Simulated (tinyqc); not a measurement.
Worked calculation: RKS/LDA (VWN5) in the sto-6g basis, for LiH, spin multiplicity 1. Computed by tinyqc, a small Python program that keeps every step (integrals from PySCF). Settings: charge = 0, multiplicity = 1, basis = sto-6g, energy threshold = 1e-10, iteration cap = 50, orthogonalisation = canonical, start = highest core orbitals, DIIS depth = 6, DIIS from iteration = 2, shift = 1.0, method = RKS, functional = lda,vwn, grid = [20, 50]. Command: `OMP_NUM_THREADS=1 python tinyqc.py 25676 25677 out.jsonl` (the two numbers bound the seeds that draw the settings). One thread of a shared host (Intel(R) Xeon(R) Processor @ 2.60GHz), about 0.6 s of CPU time with the checks. Later iterations appear only in the table of the cycle.

## One-electron integrals

Geometry (angstrom):
```
atom,x,y,z
Li,0.00000,0.00000,0.00000
H,0.00000,0.00000,2.35200
```

Basis sto-6g: exponents (1/bohr^2) and contraction coefficients of normalised primitives:
```
element,l (shell),exponent,coefficient
Li,s (1),167.17585,0.00916
Li,s (1),30.65151,0.04936
Li,s (1),8.57519,0.16854
Li,s (1),2.94581,0.37056
Li,s (1),1.14394,0.41649
Li,s (1),0.47114,0.13033
Li,s (2),6.59756,-0.01325
Li,s (2),1.30583,-0.04699
Li,s (2),0.40585,-0.03379
Li,s (2),0.15615,0.25024
Li,s (2),0.06781,0.59512
Li,s (2),0.03108,0.24071
Li,p (3),6.59756,0.00376
Li,p (3),1.30583,0.03768
Li,p (3),0.40585,0.17390
Li,p (3),0.15615,0.41804
Li,p (3),0.06781,0.42586
Li,p (3),0.03108,0.10171
H,s (1),35.52322,0.00916
H,s (1),6.51314,0.04936
H,s (1),1.82214,0.16854
H,s (1),0.62596,0.37056
H,s (1),0.24308,0.41649
H,s (1),0.10011,0.13033
```

Overlap, kinetic and nuclear-attraction integrals over the contracted functions; the nuclear repulsion is the sum of Za Zb / Rab.

nuclear repulsion = 0.6749709 hartree

overlap S, lower triangle:
```
,1Li 1s,1Li 2s,1Li 2px,1Li 2py,1Li 2pz,2H 1s
1Li 1s,1.00000
1Li 2s,0.23574,1.00000
1Li 2px,0.00000,0.00000,1.00000
1Li 2py,0.00000,0.00000,0.00000,1.00000
1Li 2pz,0.00000,0.00000,0.00000,0.00000,1.00000
2H 1s,0.01304,0.22755,0.00000,0.00000,0.33208,1.00000
```

kinetic energy T (hartree), lower triangle:
```
,1Li 1s,1Li 2s,1Li 2px,1Li 2py,1Li 2pz,2H 1s
1Li 1s,3.61674
1Li 2s,-0.11072,0.10652
1Li 2px,0.00000,0.00000,0.32001
1Li 2py,0.00000,0.00000,0.00000,0.32001
1Li 2pz,0.00000,0.00000,0.00000,0.00000,0.32001
2H 1s,-0.00565,0.00776,0.00000,0.00000,0.03678,0.76852
```

nuclear attraction V (hartree), lower triangle:
```
,1Li 1s,1Li 2s,1Li 2px,1Li 2py,1Li 2pz,2H 1s
1Li 1s,-8.29213
1Li 2s,-0.88140,-1.41880
1Li 2px,0.00000,0.00000,-1.39916
1Li 2py,0.00000,0.00000,0.00000,-1.39916
1Li 2pz,-0.00788,-0.08006,0.00000,0.00000,-1.45794
2H 1s,-0.05018,-0.34118,0.00000,0.00000,-0.50370,-1.91446
```

core Hamiltonian H = T + V (hartree), lower triangle:
```
,1Li 1s,1Li 2s,1Li 2px,1Li 2py,1Li 2pz,2H 1s
1Li 1s,-4.67539
1Li 2s,-0.99212,-1.31228
1Li 2px,0.00000,0.00000,-1.07915
1Li 2py,0.00000,0.00000,0.00000,-1.07915
1Li 2pz,-0.00788,-0.08006,0.00000,0.00000,-1.13793
2H 1s,-0.05583,-0.33342,0.00000,0.00000,-0.46692,-1.14594
```

## Two-electron integrals

Functions are numbered as in S; the eight-fold symmetry (ij|kl) = (ji|kl) = (kl|ij) leaves the list below.

Two-electron integrals (ij|kl) in chemists' order, unique and non-zero (hartree):
```
i,j,k,l,(ij|kl)
1,1,1,1,1.68125
2,1,1,1,0.24260
2,1,2,1,0.04451
2,2,1,1,0.39719
2,2,2,1,0.09028
2,2,2,2,0.29062
3,1,3,1,0.00944
3,2,3,1,0.01426
3,2,3,2,0.06424
3,3,1,1,0.39719
3,3,2,1,0.09028
3,3,2,2,0.29062
3,3,3,3,0.31312
4,1,4,1,0.00944
4,2,4,1,0.01426
4,2,4,2,0.06424
4,3,4,3,0.01688
4,4,1,1,0.39719
4,4,2,1,0.09028
4,4,2,2,0.29062
4,4,3,3,0.27937
4,4,4,4,0.31312
5,1,5,1,0.00944
5,2,5,1,0.01426
5,2,5,2,0.06424
5,3,5,3,0.01688
5,4,5,4,0.01688
5,5,1,1,0.39719
5,5,2,1,0.09028
5,5,2,2,0.29062
5,5,3,3,0.27937
5,5,4,4,0.27937
5,5,5,5,0.31312
6,1,1,1,0.01297
6,1,2,1,0.00235
6,1,2,2,0.00491
6,1,3,3,0.00483
6,1,4,4,0.00483
6,1,5,1,0.00032
6,1,5,2,0.00068
6,1,5,5,0.00505
6,1,6,1,0.00014
6,2,1,1,0.06445
6,2,2,1,0.01502
6,2,2,2,0.05599
6,2,3,3,0.05273
6,2,4,4,0.05273
6,2,5,1,0.00235
6,2,5,2,0.01747
6,2,5,5,0.06249
6,2,6,1,0.00099
6,2,6,2,0.02290
6,3,3,1,0.00085
6,3,3,2,0.00475
6,3,5,3,0.00217
6,3,6,3,0.00107
6,4,4,1,0.00085
6,4,4,2,0.00475
6,4,5,4,0.00217
6,4,6,4,0.00107
6,5,1,1,0.08933
6,5,2,1,0.02094
6,5,2,2,0.07989
6,5,3,3,0.07446
6,5,4,4,0.07446
6,5,5,1,0.00366
6,5,5,2,0.02728
6,5,5,5,0.09075
6,5,6,1,0.00141
6,5,6,2,0.03510
6,5,6,5,0.05409
6,6,1,1,0.22495
6,6,2,1,0.05301
6,6,2,2,0.21613
6,6,3,3,0.19892
6,6,4,4,0.19892
6,6,5,1,0.00784
6,6,5,2,0.07566
6,6,5,5,0.25055
6,6,6,1,0.00354
6,6,6,2,0.11944
6,6,6,5,0.18766
6,6,6,6,0.77500
```

## Orthogonalisation

S = U s U^T; canonical form X = U s^(-1/2), so that X^T S X = 1. Each column of U has its largest component positive (the first on a tie).

eigenvalues of S: 0.57507  0.81306  1.00000  1.00000  1.17769  1.43418

X:
```
,1,2,3,4,5,6
1Li 1s,0.33318,0.73635,0.00000,0.00000,0.59103,0.24191
1Li 2s,-0.64847,-0.56751,0.00000,0.00000,0.45951,0.41554
1Li 2px,0.00000,0.00000,-0.45118,0.89244,0.00000,0.00000
1Li 2py,0.00000,0.00000,0.89244,0.45118,0.00000,0.00000
1Li 2pz,-0.67661,0.52693,0.00000,0.00000,-0.47371,0.41475
2H 1s,0.86579,-0.29663,0.00000,0.00000,-0.25348,0.54226
```

Within a degenerate level the vectors are fixed only up to a rotation; this is one choice.

## Starting guess

The start is the highest orbitals of the core Hamiltonian (a deliberately bad start); D = 2 C_occ C_occ^T.

D at the start, lower triangle:
```
,1Li 1s,1Li 2s,1Li 2px,1Li 2py,1Li 2pz,2H 1s
1Li 1s,0.00075
1Li 2s,-0.00528,0.03737
1Li 2px,0.00000,0.00000,0.00475
1Li 2py,0.00000,0.00000,-0.09731,1.99525
1Li 2pz,-0.03278,0.23190,0.00000,0.00000,1.43914
2H 1s,0.03527,-0.24954,0.00000,0.00000,-1.54861,1.66640
```

## Iteration 1: exchange-correlation on the grid

Becke grid with 20 radial and 50 angular points per atom, points of zero weight dropped. rho = sum D_ij phi_i phi_j; V_xc,ij = sum w v_xc phi_i phi_j; v_xc is d(rho eps)/d rho.

The 8 grid points with the largest w rho, of 1990 (bohr, atomic units):
```
x,y,z,w,rho,eps_xc,v_xc
0.83458,-2.50373,0.83458,1.45187,0.01784,-0.23432,-0.30519
-0.83458,2.50373,0.83458,1.45187,0.01784,-0.23432,-0.30519
-0.83458,-2.50373,0.83458,1.45187,0.01683,-0.23022,-0.29982
0.83458,2.50373,0.83458,1.45187,0.01683,-0.23022,-0.29982
0.83458,-2.50373,-0.83458,1.45223,0.01668,-0.22963,-0.29905
-0.83458,2.50373,-0.83458,1.45223,0.01668,-0.22963,-0.29905
0.00000,-1.95725,-1.95725,1.62512,0.01471,-0.22103,-0.28779
0.00000,1.95725,-1.95725,1.62512,0.01471,-0.22103,-0.28779
```

electrons on the grid, sum of w rho = 4.00140

E_xc = sum of w rho eps_xc = -0.9529987 hartree

V_xc (hartree), lower triangle:
```
,1Li 1s,1Li 2s,1Li 2px,1Li 2py,1Li 2pz,2H 1s
1Li 1s,-0.26179
1Li 2s,-0.07070,-0.22486
1Li 2px,0.00000,0.00000,-0.18799
1Li 2py,0.00000,0.00000,0.00316,-0.25395
1Li 2pz,-0.00010,-0.00049,0.00000,0.00000,-0.23264
2H 1s,-0.00386,-0.05912,0.00000,0.00000,-0.08928,-0.41855
```

## Iteration 1: building the Kohn-Sham matrix

J_ij = sum D_kl (ij|kl); F = H + J + V_xc; E = tr D H + tr D J / 2 + E_xc + E_nn.

Coulomb J (hartree), lower triangle:
```
,1Li 1s,1Li 2s,1Li 2px,1Li 2py,1Li 2pz,2H 1s
1Li 1s,1.44647
1Li 2s,0.32972,1.09483
1Li 2px,0.00000,0.00000,1.04606
1Li 2py,0.00000,0.00000,-0.00328,1.11324
1Li 2pz,0.00656,0.06179,0.00000,0.00000,1.12520
2H 1s,0.01845,0.28428,0.00000,0.00000,0.42252,1.45157
```

Kohn-Sham matrix F (hartree), lower triangle:
```
,1Li 1s,1Li 2s,1Li 2px,1Li 2py,1Li 2pz,2H 1s
1Li 1s,-3.49071
1Li 2s,-0.73310,-0.44231
1Li 2px,0.00000,0.00000,-0.22109
1Li 2py,0.00000,0.00000,-0.00012,-0.21987
1Li 2pz,-0.00141,-0.01876,0.00000,0.00000,-0.24537
2H 1s,-0.04124,-0.10826,0.00000,0.00000,-0.13368,-0.11291
```

total energy of this density = -2.0123380 hartree

## Iteration 1: diagonalisation and new density

A level shift of 1 hartree raises the virtual space: F + shift (S - S D(s) S), with D(s) the density of one spin (D/2). Diagonalise F' = X^T F X, C = X C', fill 2 alpha and 2 beta electrons from the bottom; D = 2 C_occ C_occ^T. Each column has its largest component positive (the first on a tie).

F' = X^T F X (hartree), lower triangle:
```
,1,2,3,4,5,6
1,0.08060
2,-0.06493,-0.72605
3,0.00000,0.00000,-0.05424
4,0.00000,0.00000,-0.37147,0.61327
5,-0.60413,-1.27821,0.00000,0.00000,-0.77849
6,-0.24795,-0.59909,0.00000,0.00000,-0.77760,0.35302
```

orbital energies (hartree): MO1 -2.49348, MO2 -0.21986, MO3 -0.05626, MO4 0.68292, MO5 0.77890, MO6 0.79589

coefficients C:
```
,MO1,MO2,MO3,MO4,MO5,MO6
1Li 1s,1.00683,0.00000,-0.00767,-0.19006,0.00000,0.10566
1Li 2s,-0.03113,0.00000,0.08220,0.90627,0.00000,-0.54530
1Li 2px,0.00000,-0.04865,0.00000,0.00000,0.99882,0.00000
1Li 2py,0.00000,0.99882,0.00000,0.00000,0.04865,0.00000
1Li 2pz,-0.00173,0.00000,0.89897,0.30973,0.00000,0.47728
2H 1s,0.00574,0.00000,-0.85184,0.16440,0.00000,0.66573
```

D after iteration 1, lower triangle:
```
,1Li 1s,1Li 2s,1Li 2px,1Li 2py,1Li 2pz,2H 1s
1Li 1s,2.02742
1Li 2s,-0.06268,0.00194
1Li 2px,0.00000,0.00000,0.00473
1Li 2py,0.00000,0.00000,-0.09719,1.99527
1Li 2pz,-0.00348,0.00011,0.00000,0.00000,0.00001
2H 1s,0.01156,-0.00036,0.00000,0.00000,-0.00002,0.00007
```

## Iteration 2: exchange-correlation on the grid

As before.

The 8 grid points with the largest w rho, of 1990 (bohr, atomic units):
```
x,y,z,w,rho,eps_xc,v_xc
0.83458,-2.50373,-0.83458,1.45223,0.01605,-0.22697,-0.29556
-0.83458,2.50373,-0.83458,1.45223,0.01605,-0.22697,-0.29556
0.83458,-2.50373,0.83458,1.45187,0.01605,-0.22697,-0.29556
-0.83458,2.50373,0.83458,1.45187,0.01605,-0.22697,-0.29556
-0.83458,-2.50373,-0.83458,1.45223,0.01504,-0.22255,-0.28978
0.83458,2.50373,-0.83458,1.45223,0.01504,-0.22255,-0.28978
-0.83458,-2.50373,0.83458,1.45187,0.01504,-0.22255,-0.28978
0.83458,2.50373,0.83458,1.45187,0.01504,-0.22255,-0.28978
```

electrons on the grid, sum of w rho = 4.00005

E_xc = sum of w rho eps_xc = -1.9912499 hartree

V_xc (hartree), lower triangle:
```
,1Li 1s,1Li 2s,1Li 2px,1Li 2py,1Li 2pz,2H 1s
1Li 1s,-1.05039
1Li 2s,-0.12764,-0.19532
1Li 2px,0.00000,0.00000,-0.16899
1Li 2py,0.00000,0.00000,0.00371,-0.24947
1Li 2pz,0.00003,0.00000,0.00000,0.00000,-0.16751
2H 1s,-0.00679,-0.02279,0.00000,0.00000,-0.02882,-0.05213
```

## Iteration 2: building the Kohn-Sham matrix

As before.

Coulomb J (hartree), lower triangle:
```
,1Li 1s,1Li 2s,1Li 2px,1Li 2py,1Li 2pz,2H 1s
1Li 1s,4.17359
1Li 2s,0.66706,1.37585
1Li 2px,0.00000,0.00000,1.35351
1Li 2py,0.00000,0.00000,-0.00328,1.42069
1Li 2pz,-0.00006,-0.00008,0.00000,0.00000,1.35335
2H 1s,0.03569,0.23436,0.00000,0.00000,0.32756,0.84770
```

Kohn-Sham matrix F (hartree), lower triangle:
```
,1Li 1s,1Li 2s,1Li 2px,1Li 2py,1Li 2pz,2H 1s
1Li 1s,-1.55219
1Li 2s,-0.45271,-0.13175
1Li 2px,0.00000,0.00000,0.10537
1Li 2py,0.00000,0.00000,0.00043,0.09207
1Li 2pz,-0.00790,-0.08014,0.00000,0.00000,0.04791
2H 1s,-0.02693,-0.12184,0.00000,0.00000,-0.16818,-0.35037
```

total energy of this density = -7.2212659 hartree

## Iteration 2: diagonalisation and new density

As before.

F' = X^T F X (hartree), lower triangle:
```
,1,2,3,4,5,6
1,0.93548
2,-0.27198,0.16365
3,0.00000,0.00000,0.26026
4,0.00000,0.00000,-0.37703,0.93717
5,-0.24727,-1.13397,0.00000,0.00000,-0.25907
6,-0.29463,-0.44628,0.00000,0.00000,-0.56233,0.42209
```

orbital energies (hartree): MO1 -1.55283, MO2 0.09206, MO3 0.63879, MO4 1.03185, MO5 1.10538, MO6 1.14435

coefficients C:
```
,MO1,MO2,MO3,MO4,MO5,MO6
1Li 1s,0.99377,0.00000,-0.04610,-0.26391,0.00000,0.04131
1Li 2s,0.02545,0.00000,0.12047,1.04358,0.00000,-0.14897
1Li 2px,0.00000,-0.04843,0.00000,0.00000,0.99883,0.00000
1Li 2py,0.00000,0.99883,0.00000,0.00000,0.04843,0.00000
1Li 2pz,0.00509,0.00000,0.13075,0.22256,0.00000,1.03210
2H 1s,-0.00466,0.00000,0.91659,-0.43614,0.00000,-0.40682
```

D after iteration 2, lower triangle:
```
,1Li 1s,1Li 2s,1Li 2px,1Li 2py,1Li 2pz,2H 1s
1Li 1s,1.97515
1Li 2s,0.05057,0.00129
1Li 2px,0.00000,0.00000,0.00469
1Li 2py,0.00000,0.00000,-0.09675,1.99531
1Li 2pz,0.01011,0.00026,0.00000,0.00000,0.00005
2H 1s,-0.00926,-0.00024,0.00000,0.00000,-0.00005,0.00004
```

## Convergence

Stop when the energy changes by less than 1e-10 hartree and every element of the error matrix X^T (F D S - S D F) X is below 3e-06.

Course of the cycle:
```
iteration,E (hartree),change,largest element of the error matrix
1,-2.0123380,-,1.08e-01
2,-7.2212659,-5.21e+00,1.68e-01
3,-7.2413117,-2.00e-02,5.89e-02
4,-7.2437144,-2.40e-03,2.19e-02
5,-7.2440472,-3.33e-04,8.56e-03
6,-7.2440999,-5.27e-05,3.24e-03
7,-7.2441077,-7.77e-06,1.30e-03
8,-7.2441080,-3.76e-07,1.29e-03
9,-7.2441093,-1.29e-06,4.42e-04
10,-7.2441100,-7.31e-07,3.09e-04
11,-7.2441106,-5.82e-07,3.06e-04
12,-7.2441112,-5.26e-07,3.03e-04
13,-7.2441117,-5.11e-07,3.00e-04
14,-7.2441122,-4.88e-07,2.96e-04
...,...,...,...
37,-7.4607592,-1.27e-01,2.66e-01
38,-7.6093212,-1.49e-01,2.10e-01
39,-7.6847205,-7.54e-02,8.74e-02
40,-7.6866433,-1.92e-03,1.80e-01
41,-7.6655603,2.11e-02,2.47e-01
42,-7.6403576,2.52e-02,2.90e-01
43,-7.6102429,3.01e-02,3.13e-01
44,-7.5588730,5.14e-02,3.20e-01
45,-7.6602855,-1.01e-01,3.18e-01
46,-7.7184133,-5.81e-02,2.81e-01
47,-7.7550073,-3.66e-02,2.36e-01
48,-7.7798822,-2.49e-02,1.91e-01
49,-7.7977557,-1.79e-02,1.44e-01
50,-7.8064374,-8.68e-03,1.13e-01
```

PySCF RKS in the same basis, fine grid = -7.8258543 hartree

Not converged within the cap of 50 iterations: the residual wanders without falling. Reruns (cap 100 unless said): DIIS 8: converged in 16; damping 0.5: not converged; level shift 0.5: converged in 69; atomic densities as start, DIIS 8: converged in 10; the original settings with a cap of 400: converged in 185.
